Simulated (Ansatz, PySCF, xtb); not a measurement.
Potential energy curve for Si(H)3(Me), CH6Si, SMILES C[SiH3]. The Si1–C5 bond (Si1 also carries H, H, H; C5 carries H, H, H) is stretched with both fragments frozen at the PBE0/def2-TZVP optimised geometry.

- UKS-B3LYP/6-31G* = unrestricted B3LYP/6-31G*, spherical d (PySCF)
- GFN1-xTB (xtb)
- RKS-M06-2X/6-31G* = PySCF with restricted M06-2X/6-31G*, spherical d
- UCCSD(T) = Ansatz (a first-principles code) with CCSD(T) on UHF/cc-pVDZ, frozen core

Energies relative to the lowest point of each curve near equilibrium, in kJ/mol; the last columns give the difference from UCCSD(T):

```json
[
 {"R / Å": "1.54", "UKS-B3LYP/6-31G*": "183.2", "GFN1-xTB": "223.4", "RKS-M06-2X/6-31G*": "180.9", "UCCSD(T)": "197.3", "UKS-B3LYP/6-31G* − UCCSD(T)": "-14.1", "GFN1-xTB − UCCSD(T)": "26.1", "RKS-M06-2X/6-31G* − UCCSD(T)": "-16.4"},
 {"R / Å": "1.66", "UKS-B3LYP/6-31G*": "64.3", "GFN1-xTB": "75.3", "RKS-M06-2X/6-31G*": "62.1", "UCCSD(T)": "70.9", "UKS-B3LYP/6-31G* − UCCSD(T)": "-6.6", "GFN1-xTB − UCCSD(T)": "4.4", "RKS-M06-2X/6-31G* − UCCSD(T)": "-8.8"},
 {"R / Å": "1.74", "UKS-B3LYP/6-31G*": "23.8", "GFN1-xTB": "27.7", "RKS-M06-2X/6-31G*": "22.2", "UCCSD(T)": "27.1", "UKS-B3LYP/6-31G* − UCCSD(T)": "-3.3", "GFN1-xTB − UCCSD(T)": "0.5", "RKS-M06-2X/6-31G* − UCCSD(T)": "-4.9"},
 {"R / Å": "1.82", "UKS-B3LYP/6-31G*": "4.3", "GFN1-xTB": "5.2", "RKS-M06-2X/6-31G*": "3.6", "UCCSD(T)": "5.3", "UKS-B3LYP/6-31G* − UCCSD(T)": "-1.0", "GFN1-xTB − UCCSD(T)": "-0.2", "RKS-M06-2X/6-31G* − UCCSD(T)": "-1.7"},
 {"R / Å": "1.87", "UKS-B3LYP/6-31G*": "0.0", "GFN1-xTB": "0.0", "RKS-M06-2X/6-31G*": "0.0", "UCCSD(T)": "0.0", "UKS-B3LYP/6-31G* − UCCSD(T)": "0.0", "GFN1-xTB − UCCSD(T)": "0.0", "RKS-M06-2X/6-31G* − UCCSD(T)": "0.0"},
 {"R / Å": "1.93", "UKS-B3LYP/6-31G*": "0.9", "GFN1-xTB": "0.4", "RKS-M06-2X/6-31G*": "1.9", "UCCSD(T)": "0.0", "UKS-B3LYP/6-31G* − UCCSD(T)": "0.9", "GFN1-xTB − UCCSD(T)": "0.3", "RKS-M06-2X/6-31G* − UCCSD(T)": "1.9"},
 {"R / Å": "2.02", "UKS-B3LYP/6-31G*": "11.6", "GFN1-xTB": "10.7", "RKS-M06-2X/6-31G*": "14.3", "UCCSD(T)": "9.9", "UKS-B3LYP/6-31G* − UCCSD(T)": "1.7", "GFN1-xTB − UCCSD(T)": "0.8", "RKS-M06-2X/6-31G* − UCCSD(T)": "4.4"},
 {"R / Å": "2.10", "UKS-B3LYP/6-31G*": "27.7", "GFN1-xTB": "26.7", "RKS-M06-2X/6-31G*": "32.2", "UCCSD(T)": "25.6", "UKS-B3LYP/6-31G* − UCCSD(T)": "2.1", "GFN1-xTB − UCCSD(T)": "1.1", "RKS-M06-2X/6-31G* − UCCSD(T)": "6.5"},
 {"R / Å": "2.25", "UKS-B3LYP/6-31G*": "67.7", "GFN1-xTB": "67.3", "RKS-M06-2X/6-31G*": "76.0", "UCCSD(T)": "65.3", "UKS-B3LYP/6-31G* − UCCSD(T)": "2.4", "GFN1-xTB − UCCSD(T)": "2.0", "RKS-M06-2X/6-31G* − UCCSD(T)": "10.7"},
 {"R / Å": "2.49", "UKS-B3LYP/6-31G*": "142.2", "GFN1-xTB": "145.4", "RKS-M06-2X/6-31G*": "157.4", "UCCSD(T)": "138.9", "UKS-B3LYP/6-31G* − UCCSD(T)": "3.3", "GFN1-xTB − UCCSD(T)": "6.5", "RKS-M06-2X/6-31G* − UCCSD(T)": "18.4"},
 {"R / Å": "2.71", "UKS-B3LYP/6-31G*": "209.7", "GFN1-xTB": "219.4", "RKS-M06-2X/6-31G*": "231.6", "UCCSD(T)": "206.6", "UKS-B3LYP/6-31G* − UCCSD(T)": "3.1", "GFN1-xTB − UCCSD(T)": "12.8", "RKS-M06-2X/6-31G* − UCCSD(T)": "25.0"},
 {"R / Å": "3.04", "UKS-B3LYP/6-31G*": "298.8", "GFN1-xTB": "319.9", "RKS-M06-2X/6-31G*": "330.8", "UCCSD(T)": "293.4", "UKS-B3LYP/6-31G* − UCCSD(T)": "5.4", "GFN1-xTB − UCCSD(T)": "26.6", "RKS-M06-2X/6-31G* − UCCSD(T)": "37.4"},
 {"R / Å": "3.43", "UKS-B3LYP/6-31G*": "360.8", "GFN1-xTB": "410.7", "RKS-M06-2X/6-31G*": "425.6", "UCCSD(T)": "357.7", "UKS-B3LYP/6-31G* − UCCSD(T)": "3.1", "GFN1-xTB − UCCSD(T)": "53.0", "RKS-M06-2X/6-31G* − UCCSD(T)": "67.9"},
 {"R / Å": "3.96", "UKS-B3LYP/6-31G*": "389.7", "GFN1-xTB": "482.7", "RKS-M06-2X/6-31G*": "520.1", "UCCSD(T)": "383.1", "UKS-B3LYP/6-31G* − UCCSD(T)": "6.6", "GFN1-xTB − UCCSD(T)": "99.6", "RKS-M06-2X/6-31G* − UCCSD(T)": "137.0"},
 {"R / Å": "4.57", "UKS-B3LYP/6-31G*": "399.1", "GFN1-xTB": "516.8", "RKS-M06-2X/6-31G*": "591.2", "UCCSD(T)": "388.3", "UKS-B3LYP/6-31G* − UCCSD(T)": "10.8", "GFN1-xTB − UCCSD(T)": "128.5", "RKS-M06-2X/6-31G* − UCCSD(T)": "202.9"},
 {"R / Å": "5.45", "UKS-B3LYP/6-31G*": "402.1", "GFN1-xTB": "526.9", "RKS-M06-2X/6-31G*": "646.6", "UCCSD(T)": "389.8", "UKS-B3LYP/6-31G* − UCCSD(T)": "12.3", "GFN1-xTB − UCCSD(T)": "137.1", "RKS-M06-2X/6-31G* − UCCSD(T)": "256.8"}
]
```

UKS-B3LYP/6-31G* is furthest from UCCSD(T) at 1.54 (-14.1 kJ/mol, below); its mean absolute difference over the points is 4.8 kJ/mol.

GFN1-xTB is furthest from UCCSD(T) at 5.45 (137.1 kJ/mol, above); its mean absolute difference over the points is 31.2 kJ/mol.

RKS-M06-2X/6-31G* is furthest from UCCSD(T) at 5.45 (256.8 kJ/mol, above); its mean absolute difference over the points is 50.0 kJ/mol.

The unrestricted determinant behind UKS-B3LYP/6-31G* is spin-contaminated at 3.43 to 5.45 Å (<S²> up to 1.0, against 0.00 for a pure singlet). The restricted form behind RKS-M06-2X/6-31G* keeps the bonding electrons paired and can't separate into open-shell fragments. The unrestricted determinant behind UCCSD(T) is spin-contaminated at 2.71 to 5.45 Å (<S²> up to 1.0, against 0.00 for a pure singlet).
